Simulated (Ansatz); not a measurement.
# Cubic BN, dielectric constant ε0 (ions relaxed)

Reference value: 7.1 (measured, 300 K, not corrected to a static lattice; as tabulated in Ioffe Institute, New Semiconductor Materials archive).

| level (code) | value | cell (Å³/atom) |
|---|---|---|
| LDA (Ansatz) | ? | 5.74 |
| PBE (Ansatz) | 6.97 | 5.95 |
| RPBE (Ansatz) | 7.07 | 6.05 |
| PBE-D3(BJ) (Ansatz) | 6.88 | 5.86 |
| r²SCAN (Ansatz) | 6.93 | 5.88 |

### Question
Some entries are withheld; supply them.

### Answer

- LDA (Ansatz, an electronic-structure program), value: 6.74

Differences against the reference: LDA -5.1 %, PBE -1.8 %, RPBE -0.4 %, PBE-D3(BJ) -3.1 %, r²SCAN -2.4 %.

Any of these levels can be the nearest once the reference is moved by up to 5.0 % (a margin picked here for doubts on the reference and the settings, and for temperature and zero-point motion) and values within 1.7 % count as equal. Within 20 %: LDA, PBE, RPBE, PBE-D3(BJ), r²SCAN.

The reference isn't brought to a static lattice, while the calculations are for one, so the differences are not the levels' errors alone.  PBE-D3(BJ): the dispersion coefficients are held fixed in the derivatives. Each level is taken at its own relaxed cell. Cutoffs and k meshes differ between the levels. Ansatz's density-functional and Hartree–Fock values are scalar-relativistic unless marked +SOC, with PAW data made under PBE.

Differences are worked out from the printed values.
